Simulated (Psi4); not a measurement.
Psi4 input (wB97X-D/6-311+G**):

```
memory 1500 MB

molecule {
-1 1
F     0.00000000    0.00000000    0.00000000
symmetry c1
no_reorient
no_com
}

set {
  basis 6-311+G**
  reference rks
  scf_type pk
  dft_radial_points 99
  dft_spherical_points 590
  e_convergence 1e-8
  d_convergence 1e-7
  maxiter 150
}

e = energy('wb97x-d')
print_out(f'\nFINAL {e:.10f} DIPOLE {variable("CURRENT DIPOLE")[0]:.6f} {variable("CURRENT DIPOLE")[1]:.6f} {variable("CURRENT DIPOLE")[2]:.6f}\n')
```

Q: What final total energy does it give?

A: -99.85551 Eh.
